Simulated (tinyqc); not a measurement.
Inside a calculation. Method: ROHF in the sto-6g basis, for NH, spin multiplicity 3. One step of it, computed by the program tinyqc.

Problem. Iteration 2: Roothaan effective Fock matrix. With projectors Pc = D(beta) S, Po = (D(alpha) - D(beta)) S, Pv = 1 - D(alpha) S, the block xy is Px^T F Py; with Fc = (F(alpha) + F(beta))/2, the blocks are Fc for cc, oo, vv and cv, F(beta) for co and F(alpha) for ov.

F(alpha) (hartree), order 1N 1s, 1N 2s, 1N 2px, 1N 2py, 1N 2pz, 2H 1s:
$$\begin{pmatrix}
-14.918175 & -3.645864 & 0.000000 & 0.000000 & -0.012162 & -0.311762 \\
-3.645864 & -1.597582 & 0.000000 & 0.000000 & -0.117742 & -0.357625 \\
0.000000 & 0.000000 & -0.131924 & -0.009899 & 0.000000 & 0.000000 \\
0.000000 & 0.000000 & -0.009899 & -0.052075 & 0.000000 & 0.000000 \\
-0.012162 & -0.117742 & 0.000000 & 0.000000 & -0.181768 & -0.267342 \\
-0.311762 & -0.357625 & 0.000000 & 0.000000 & -0.267342 & -0.266117
\end{pmatrix}$$

F(beta) (hartree), order 1N 1s, 1N 2s, 1N 2px, 1N 2py, 1N 2pz, 2H 1s:
$$\begin{pmatrix}
-14.873767 & -3.578782 & 0.000000 & 0.000000 & -0.009110 & -0.302270 \\
-3.578782 & -1.280370 & 0.000000 & 0.000000 & -0.043838 & -0.282311 \\
0.000000 & 0.000000 & 0.662759 & 0.076989 & 0.000000 & 0.000000 \\
0.000000 & 0.000000 & 0.076989 & 0.041720 & 0.000000 & 0.000000 \\
-0.009110 & -0.043838 & 0.000000 & 0.000000 & 0.618162 & -0.111276 \\
-0.302270 & -0.282311 & 0.000000 & 0.000000 & -0.111276 & -0.206984
\end{pmatrix}$$

D(alpha) after iteration 1, order 1N 1s, 1N 2s, 1N 2px, 1N 2py, 1N 2pz, 2H 1s:
$$\begin{pmatrix}
1.056288 & -0.246052 & 0.000000 & 0.000000 & -0.002753 & 0.010830 \\
-0.246052 & 1.074303 & 0.000000 & 0.000000 & 0.010202 & -0.040070 \\
0.000000 & 0.000000 & 1.000000 & 0.000000 & 0.000000 & 0.000000 \\
0.000000 & 0.000000 & 0.000000 & 1.000000 & 0.000000 & 0.000000 \\
-0.002753 & 0.010202 & 0.000000 & 0.000000 & 1.000178 & -0.000541 \\
0.010830 & -0.040070 & 0.000000 & 0.000000 & -0.000541 & 0.001497
\end{pmatrix}$$

D(beta) after iteration 1, order 1N 1s, 1N 2s, 1N 2px, 1N 2py, 1N 2pz, 2H 1s:
$$\begin{pmatrix}
1.055892 & -0.244216 & 0.000000 & 0.000000 & 0.017102 & 0.010758 \\
-0.244216 & 1.065799 & 0.000000 & 0.000000 & -0.081733 & -0.039738 \\
0.000000 & 0.000000 & 0.014694 & -0.120325 & 0.000000 & 0.000000 \\
0.000000 & 0.000000 & -0.120325 & 0.985306 & 0.000000 & 0.000000 \\
0.017102 & -0.081733 & 0.000000 & 0.000000 & 0.006270 & 0.003045 \\
0.010758 & -0.039738 & 0.000000 & 0.000000 & 0.003045 & 0.001484
\end{pmatrix}$$

overlap S, order 1N 1s, 1N 2s, 1N 2px, 1N 2py, 1N 2pz, 2H 1s:
$$\begin{pmatrix}
1.000000 & 0.229416 & 0.000000 & 0.000000 & 0.000000 & 0.019274 \\
0.229416 & 1.000000 & 0.000000 & 0.000000 & 0.000000 & 0.243489 \\
0.000000 & 0.000000 & 1.000000 & 0.000000 & 0.000000 & 0.000000 \\
0.000000 & 0.000000 & 0.000000 & 1.000000 & 0.000000 & 0.000000 \\
0.000000 & 0.000000 & 0.000000 & 0.000000 & 1.000000 & 0.253742 \\
0.019274 & 0.243489 & 0.000000 & 0.000000 & 0.253742 & 1.000000
\end{pmatrix}$$

Give: effective F.

Solution.

effective F (hartree), order 1N 1s, 1N 2s, 1N 2px, 1N 2py, 1N 2pz, 2H 1s:
$$\begin{pmatrix}
-14.896 & -3.612 & 0.000 & 0.000 & -0.007 & -0.306 \\
-3.612 & -1.436 & 0.000 & 0.000 & -0.063 & -0.312 \\
0.000 & 0.000 & 0.265 & 0.034 & 0.000 & 0.000 \\
0.000 & 0.000 & 0.034 & -0.005 & 0.000 & 0.000 \\
-0.007 & -0.063 & 0.000 & 0.000 & 0.215 & -0.155 \\
-0.306 & -0.312 & 0.000 & 0.000 & -0.155 & -0.217
\end{pmatrix}$$
